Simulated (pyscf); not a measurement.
Thermochemistry of product channels of O=Ti(OH)–OH (SMILES [O]=[Ti]([OH])[OH]) + H₂ (SMILES [H][H]) on the singlet surface, in kcal/mol, from ωB97M-D3(BJ)/def2-TZVP energies (ideal gas, 1 atm, RRHO with modes under 100 cm⁻¹ raised to 100, one conformer, R ln 2 for chiral ones without a mode under 150 cm⁻¹). Structures and frequencies: ωB97X-D3(BJ)/def2-SVP in PySCF.

| products | ΔE | ΔH(298 K) | ΔG(900 K) | ΔG(1200 K) |
|---|---|---|---|---|
| HO–TiH(OH)–OH (SMILES [OH][TiH]([OH])[OH]) | -20.9 | -18.5 | +4.3 | +11.5 |
| O=TiH–OH (SMILES [O]=[TiH][OH]) + H₂O (SMILES O) | +36.7 | +38.5 | +31.7 | +30.1 |

The channel to HO–TiH(OH)–OH turns unfavourable between 298 and 1200 K (ΔG from -10.9 kcal/mol to +11.5 kcal/mol).

These are energies of the channels, which say nothing of barriers.
